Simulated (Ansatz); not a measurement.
**C2H6O (SMILES CCO): functionals against CCSD(T) at one geometry**

An exercise on one series of results from a longer session: the logs are not shown, and one member is left open.

The runs use Ansatz 0.2.0, Gaussian basis; single points in def2-TZVPP.

Correlated methods freeze the cores.

### Starting geometry

SMILES `CCO`, 9 atoms, charge 0, spin multiplicity 1.

Atoms are counted from 1 here; the program's logs count them from 0.

Bond lengths: C1–C2 1.526 Å, C1–H4 1.071 Å, C1–H5 1.111 Å, C1–H6 1.092 Å, C2–O3 1.371 Å, C2–H7 1.109 Å, C2–H8 1.058 Å, O3–H9 1.034 Å. Angles: C2–C1–H4 112.5°, C2–C1–H5 109.6°, C2–C1–H6 109.9°, H4–C1–H5 108.0°, H4–C1–H6 112.2°, H5–C1–H6 104.3°, C1–C2–O3 118.2°, C1–C2–H7 110.1°, C1–C2–H8 108.4°, O3–C2–H7 104.9°, O3–C2–H8 106.9°, H7–C2–H8 108.0°, C2–O3–H9 108.0°.

Geometry (Å):

```mol
C2H6O
  3D, bonds by distance, orders not assigned

  9  8  0  0  0  0  0  0  0  0999 V2000
   -0.5737    0.5334   -0.4764 C   0  0
    0.3226   -0.6031    0.0059 C   0  0
    1.2057   -0.3447    1.0219 O   0  0
   -1.1982    0.2434   -1.2970 H   0  0
    0.0537    1.3879   -0.8081 H   0  0
   -1.1517    0.9324    0.3603 H   0  0
    0.9510   -0.9746   -0.8296 H   0  0
   -0.2939   -1.3998    0.3300 H   0  0
    0.6858    0.1126    1.7895 H   0  0
  1  2  8  0
  1  4  8  0
  1  5  8  0
  1  6  8  0
  2  3  8  0
  2  7  8  0
  2  8  8  0
  3  9  8  0
M  END
```

Set-up of the first run:

run/in.yaml

```yaml
crystal:
  periodic: [false, false, false]
  atoms:
    - {symbol: C, position_ang: [-0.573700, 0.533400, -0.476400]}
    - {symbol: C, position_ang: [0.322600, -0.603100, 0.005900]}
    - {symbol: O, position_ang: [1.205700, -0.344700, 1.021900]}
    - {symbol: H, position_ang: [-1.198200, 0.243400, -1.297000]}
    - {symbol: H, position_ang: [0.053700, 1.387900, -0.808100]}
    - {symbol: H, position_ang: [-1.151700, 0.932400, 0.360300]}
    - {symbol: H, position_ang: [0.951000, -0.974600, -0.829600]}
    - {symbol: H, position_ang: [-0.293900, -1.399800, 0.330000]}
    - {symbol: H, position_ang: [0.685800, 0.112600, 1.789500]}
basis:
  gaussian: {orbitals: def2-TZVPP}
correlation: {method: ccsd_t}
output: {forces: true}
```

No record of the launch command was kept for these runs.

Among the steps run: CCSD(T)/def2-TZVPP; PBE0-D4/def2-TZVPP; wB97M-V/def2-TZVPP; r2SCAN-D4/def2-TZVPP; PBE-D4/def2-TZVPP; r2SCANh-D4/def2-TZVPP; BLYP-D4/def2-TZVPP.

One of the session's tables, all rows but one given; the rest of the session is left out.

```
    method  RMS force component (eV/Å)  angle to CCSD(T) forces (°)  dipole (D)
   CCSD(T)                       1.201                    reference        1.63
   PBE0-D4                       1.170                          6.4        1.62
   wB97M-V                       1.193                          2.7        1.64
 r2SCAN-D4                           ?                            ?           ?
    PBE-D4                       1.104                          8.8        1.54
r2SCANh-D4                       1.179                          4.2        1.62
   BLYP-D4                       1.130                          8.7        1.55
```

Q: Estimate the row for r2SCAN-D4 from the others.

**Answer.** RMS force component (eV/Å): 1.159; angle to CCSD(T) forces (°): 2.7; dipole (D): 1.60. In the column «RMS force component (eV/Å)» it lies between BLYP-D4 (1.130) and PBE0-D4 (1.170).
